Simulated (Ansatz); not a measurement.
Wavefunction ladder for H$_{3}$O+ (`[OH3+]`)

```xyz
4

O    -0.016    0.170   -0.099
H    -0.933   -0.133    0.058
H     0.489   -0.428   -0.685
H     0.461    0.391    0.726
```

Total charge 1; spin multiplicity 1. All single points use the PBE0-D4/def2-TZVP geometry. Frozen core, restricted reference, Ansatz 0.2.0. CBS rows extrapolate triple and quadruple zeta.

```
      basis    HF (Eh)  MP2 corr.  CCSD corr.       (T)  CCSD(T) total
   def2-SVP  -76.24653   -0.20247    -0.21371  -0.00310      -76.46334
 def2-TZVPP  -76.34309   -0.25518    -0.26389  -0.00675      -76.61373
 def2-QZVPP  -76.34667   -0.27526    -0.28148  -0.00786      -76.63601
  CBS(def2)  -76.34716   -0.29014    -0.29450  -0.00869      -76.65035
cc-pV(D+d)Z  -76.31149   -0.20300    -0.21418  -0.00316      -76.52883
cc-pV(T+d)Z  -76.33919   -0.25685    -0.26518  -0.00699      -76.61136
cc-pV(Q+d)Z  -76.34538   -0.27603    -0.28218  -0.00788      -76.63544
    CBS(cc)  -76.34724   -0.28969    -0.29429  -0.00851      -76.65004
```
